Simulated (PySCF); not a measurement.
Level of theory: ωB97X-D3(BJ)/def2-TZVP // PBE0-D3(BJ)/def2-TZVP run with PySCF. Gas-phase values, no solvent. 

Reference species (SMILES): `C=[SiH]` (neutral, multiplicity 2).

The dipole moment is 0.79 D.

Changed species: `N#[C]` (radical fragment; the reference has radical fragment).

Question: Give the shifts of the dipole moment.

Answer: the dipole moment rises by 0.72 D, to 1.51 D.
